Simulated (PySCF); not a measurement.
**A search over the determinants of Cl₂⁺**

Unrestricted PBE0; Cl def2-TZVP; no relativity (PySCF 2.14). Outer shells of the fragments: Cl+ 3s2 3p4; Cl 3s2 3p5.

Followed along the bond (rough minima from three points):

| 2Ms+1 | unpaired | ⟨S²⟩ at the start | R at minimum (Å) | Te (eV) |
| --- | --- | --- | --- | --- |
| 2 | π ↑ | 0.75 | 1.89 | 0.00 |
| 4 | σ ↑, π ↑↑ | 3.76 | none in the scan | ≤ 2.25 |

Solutions found at the starting distance of 2.040 Å, counted from the lowest of them; the search is not exhaustive and high or unbound solutions are not listed, so other states can lie among these:

| 2Ms+1 | unpaired | term | E (eV) | ⟨S²⟩ | ⟨Lz²⟩ |
| --- | --- | --- | --- | --- | --- |
| 2 | π ↑ | ²Π | 0.00 | 0.75 | 1.01 |
| 4 | σ ↑, π ↑↑ | ⁴Σ⁻ | 2.20 | 3.76 | 0.00 |
| 2 | σ ↑, π ↑↓ | mixed | 2.75 | 1.76 | 2.02 |
| 2 | σ ↓, π ↑↑ | mixed | 2.77 | 1.77 | 0.00 |
| 2 | σ ↑ | mixed | 3.71 | 0.75 | 2.01 |
| 4 | σ ↑, π ↑↑ | mixed | 3.95 | 3.76 | 2.02 |

A term symbol is given only where ⟨S²⟩ and ⟨Lz²⟩ are close to those of a pure state; real π, δ and φ orbitals otherwise mix terms, and g/u labels are left off.

Counting both spins, an empty level lies below a filled one in some of these solutions, because spin and occupation are held.
